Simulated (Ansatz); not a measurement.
**SiNH2+ (SMILES [NH+]#[SiH]): one structure at several levels**

The task here is to estimate one member of a computed series from the others.

Program: Ansatz 0.2.0, Gaussian basis. Level of theory: single points in def2-TZVPP. These are calculated values, not measurements.

Correlated methods freeze the cores. B3LYP uses VWN-RPA correlation.

### Where the work starts

SMILES `[NH+]#[SiH]`, 4 atoms, charge 1, spin multiplicity 1.

Atoms are counted from 1 here; the program's logs count them from 0.

Bond lengths: N1–Si2 1.466 Å, N1–H3 1.050 Å, Si2–H4 1.454 Å. Angles: Si2–N1–H3 166.3°, N1–Si2–H4 176.0°.

As a file:

```xyz
4

N     0.36030   -0.61830    0.49620
Si   -0.16920    0.38370   -0.43360
H     0.65090   -1.17820    1.33530
H    -0.78410    1.33040   -1.34970
```

Set-up of the first run:

Contents of run/in.yaml:

```yaml
crystal:
  periodic: [false, false, false]
  atoms:
    - {symbol: N, position_ang: [0.360300, -0.618300, 0.496200]}
    - {symbol: Si, position_ang: [-0.169200, 0.383700, -0.433600]}
    - {symbol: H, position_ang: [0.650900, -1.178200, 1.335300]}
    - {symbol: H, position_ang: [-0.784100, 1.330400, -1.349700]}
basis:
  gaussian: {orbitals: def2-TZVPP}
total_charge: 1
correlation: {method: ccsd_t}
output: {forces: true}
```

No record of the launch command was kept for these runs.

Steps of the session up to this table: CCSD(T)/def2-TZVPP; PBE0-D4/def2-TZVPP; wB97M-V/def2-TZVPP; r2SCAN-D4/def2-TZVPP; PBE-D4/def2-TZVPP; B3LYP-D4/def2-TZVPP; HSE06-D4/def2-TZVPP.

One of the session's tables, all rows but one given; the rest of the session is left out.

```
   method  RMS force component (eV/Å)  angle to CCSD(T) forces (°)
  CCSD(T)                       1.976                    reference
  PBE0-D4                           ?                            ?
  wB97M-V                       1.594                          5.3
r2SCAN-D4                       1.726                          3.2
   PBE-D4                       1.878                          3.6
 B3LYP-D4                       1.664                          3.6
 HSE06-D4                       1.615                          5.8
```

Q: Estimate the row for PBE0-D4 from the others.

**Answer.** RMS force component (eV/Å): 1.607; angle to CCSD(T) forces (°): 6.0. In the column «RMS force component (eV/Å)» it lies between wB97M-V (1.594) and HSE06-D4 (1.615).
